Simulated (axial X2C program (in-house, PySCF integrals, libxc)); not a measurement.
# Outer orbitals of BC at 1.481 Å, PBE0

All values were computed with an in-house relativistic program for diatomic molecules. Spin-free means the one-electron spin-free X2C Hamiltonian; two-component (2c) means X2C with spin–orbit coupling and atomic mean-field two-electron Coulomb and Gaunt terms, so the difference of the two also holds small scalar two-electron terms. Basis: C dyall-v3z [7s6p2d1f], B dyall-v3z [7s6p2d1f] (cores contracted in-house); Gaussian nuclei, density fitting, unrestricted open shells. Masses: C 12.000 u, B 11.009 u.

The distance is close to the 2c PBE0 minimum; the highest filled and lowest empty levels are listed.

Spin-free orbitals, state M_S = 3/2, Λ = 0 (beyond evenly filled blocks: σα, π+α, π-α) (Löwdin shares):

```tsv
symmetry	occupied	ε (eV)	atomic character
σα	yes	-19.78	47% C s, 24% B s, 16% B p
σβ	yes	-16.86	46% C s, 25% B s, 16% B p
σα	yes	-10.73	33% C p, 31% B s, 19% B p
π-α	yes	-8.75	58% C p, 37% B p, 3% B d
π+α	yes	-8.75	58% C p, 37% B p, 3% B d
σα	yes	-8.17	38% C p, 36% B p, 16% B s
σβ	yes	-8.10	51% C p, 18% C s, 18% B s
π-β	no	-4.02	51% C p, 45% B p, 2% B d
π+β	no	-4.02	51% C p, 45% B p, 2% B d
σβ	no	-3.66	42% B p, 32% B s, 20% C p
π-α	no	-1.18	55% B p, 28% C p, 10% B d
π+α	no	-1.18	55% B p, 28% C p, 10% B d
```

Spinors with spin–orbit coupling (state Ω = 3/2):

```json
{"ω": "1/2", "occupied": "yes", "ε (eV)": "-19.78", "atomic character": "47% C s, 24% B s, 16% B p", "λ mixture": "100% σ"}
{"ω": "-1/2", "occupied": "yes", "ε (eV)": "-16.86", "atomic character": "46% C s, 25% B s, 16% B p", "λ mixture": "100% σ"}
{"ω": "1/2", "occupied": "yes", "ε (eV)": "-10.73", "atomic character": "33% C p, 31% B s, 19% B p", "λ mixture": "100% σ"}
{"ω": "-1/2", "occupied": "yes", "ε (eV)": "-8.75", "atomic character": "58% C p, 37% B p, 3% B d", "λ mixture": "100% π"}
{"ω": "3/2", "occupied": "yes", "ε (eV)": "-8.75", "atomic character": "58% C p, 37% B p, 3% B d", "λ mixture": "100% π"}
{"ω": "1/2", "occupied": "yes", "ε (eV)": "-8.17", "atomic character": "38% C p, 36% B p, 16% B s", "λ mixture": "100% σ"}
{"ω": "-1/2", "occupied": "yes", "ε (eV)": "-8.10", "atomic character": "51% C p, 18% C s, 18% B s", "λ mixture": "100% σ"}
{"ω": "1/2", "occupied": "no", "ε (eV)": "-4.02", "atomic character": "51% C p, 45% B p, 2% B d", "λ mixture": "100% π"}
{"ω": "-3/2", "occupied": "no", "ε (eV)": "-4.02", "atomic character": "51% C p, 45% B p, 2% B d", "λ mixture": "100% π"}
{"ω": "-1/2", "occupied": "no", "ε (eV)": "-3.66", "atomic character": "42% B p, 32% B s, 20% C p", "λ mixture": "100% σ"}
{"ω": "-1/2", "occupied": "no", "ε (eV)": "-1.18", "atomic character": "55% B p, 28% C p, 10% B d", "λ mixture": "100% π"}
{"ω": "3/2", "occupied": "no", "ε (eV)": "-1.18", "atomic character": "55% B p, 28% C p, 10% B d", "λ mixture": "100% π"}
```

Mulliken charges and populations of the two-component result (they depend on the basis, above all on diffuse functions):

C -0.06 e (s 3.73 p 2.29 d 0.03), B 0.06 e (s 3.48 p 1.40 d 0.05 f 0.01). ⟨Lz⟩ = 0.00 ħ and ⟨Sz⟩ = 1.50 ħ (0.75 and 0.75 on the two atoms), which add up to Ω.

The state is one determinant whose occupation by symmetry is held fixed; it was picked as the lowest of a PBE0 search that is not exhaustive. Density functionals use the spin component along the axis (collinear). Other states lie close and PBE0, whose exact exchange favours high spin, may order them wrongly; the determinant shown need not be the ground state. The nearest other spin-free determinant of the search, M_S = 1/2, Λ = 0, lies 0.37 eV up at the distance of the search. With several unpaired electrons one determinant need not be a pure state. This is the top spin component of a Σ state; components of lower Ω are not single determinants and can lie lower.
